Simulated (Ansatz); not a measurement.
Which YAML input does this script hand to the engine? (Ansatz 0.2.0 through its Python package)

Script `energy_c4h6clf.py`:
```python
import ansatz as az


def main() -> None:
    c4h6clf = (
        az.Crystal.molecule()
        .atom("C", (-1.8703, 0.0629, -0.4669))
        .atom("C", (-0.6412, -0.1226, 0.2607))
        .atom("Cl", (-0.8765, -0.6635, 1.877))
        .atom("C", (0.6499, 0.0763, -0.2847))
        .atom("C", (1.9066, -0.1216, 0.3579))
        .atom("F", (2.7182, 0.9397, 0.0344))
        .atom("H", (-2.4768, -0.8145, -0.5258))
        .atom("H", (-2.4824, 0.8908, 0.0147))
        .atom("H", (-1.738, 0.4615, -1.4636))
        .atom("H", (0.6424, 0.404, -1.2895))
        .atom("H", (2.3695, -1.0312, 0.037))
        .atom("H", (1.8755, -0.1369, 1.4829))
    )

    calc = (
        c4h6clf.calculation()
        .basis(gaussian="cc-pVDZ")
        .functional("r2scan", dispersion="d4")
    )
    out = calc.run()
    rep = out.report

    for key in ("converged", "free_energy_ev", "reference_energy_ev", "n_frozen", "n_occupied", "n_virtual"):
        print(f"{key:22s} {rep[key]}")


if __name__ == "__main__":
    main()
```

Running `python energy_c4h6clf.py` prints:
```text
converged              True
free_energy_ev         -19480.363425661708
reference_energy_ev    -19480.29829664161
n_frozen               0
n_occupied             [28, 28]
n_virtual              [90, 90]
```

`input.yaml`:
```yaml
crystal:
  periodic: [false, false, false]
  atoms:
    - { symbol: C, position_ang: [-1.8703, 0.0629, -0.4669] }
    - { symbol: C, position_ang: [-0.6412, -0.1226, 0.2607] }
    - { symbol: Cl, position_ang: [-0.8765, -0.6635, 1.877] }
    - { symbol: C, position_ang: [0.6499, 0.0763, -0.2847] }
    - { symbol: C, position_ang: [1.9066, -0.1216, 0.3579] }
    - { symbol: F, position_ang: [2.7182, 0.9397, 0.0344] }
    - { symbol: H, position_ang: [-2.4768, -0.8145, -0.5258] }
    - { symbol: H, position_ang: [-2.4824, 0.8908, 0.0147] }
    - { symbol: H, position_ang: [-1.738, 0.4615, -1.4636] }
    - { symbol: H, position_ang: [0.6424, 0.404, -1.2895] }
    - { symbol: H, position_ang: [2.3695, -1.0312, 0.037] }
    - { symbol: H, position_ang: [1.8755, -0.1369, 1.4829] }
basis:
  gaussian: { orbitals: cc-pVDZ }
hamiltonian:
  xc: r2scan
  dispersion: d4
```

On the command line:
```console
$ ansatz run input.yaml --threads 1 --pin off --max-ram 4096MiB --backend cpu --events-out ev --progress --plain --runs-dir out
Engine: ansatz 0.2.0, aarch64-unknown-linux-gnu
Functional definition: r2SCAN
  parameter k0 = 0.174
  parameter k1 = 0.065
  parameter a1 = 4.9479
  exchange = r2scan_x(k0 = k0, k1 = k1, a1 = a1)
  correlation = r2scan_c
1468 factors; their error is unknown
mean field evaluation 1: about -19471.6085 eV, gradient 5.9e1 eV
mean field evaluation 2: about -19462.3387 eV, gradient 8.0e1 eV
mean field evaluation 4: about -19480.0583 eV, gradient 1.1e1 eV
mean field evaluation 8: about -19480.3659 eV, gradient 2.2e-1 eV
mean field evaluation 16: about -19480.2983 eV, gradient 4.0e-4 eV
mean field -19480.29828751 eV, -715.8877578457 hartree, gradient 6.7e-5 eV, S^2 0.000000; 0 other end points of the search recorded, 0 dependent functions left out
reference -19480.29829664 eV, -715.8877581811 hartree; 28, 28 occupied and 90, 90 virtual orbitals, 1468 factors
Total energy: -19480.36342566 eV, -715.8901516285 hartree
```

What to keep in mind:
- Total energies depend on the basis set; only differences at equal settings carry meaning.
- The geometry is a force-field or estimated start, not a minimum of this method, and the basis set is short of its limit.
- Total less reference energy is the dispersion correction.
- Hardware and time: 7.5 s on 1 thread of Arm Neoverse V2 (shared host), peak memory 0.24 GiB.

(Lines on the test bed's own set-up are left out of the output.)
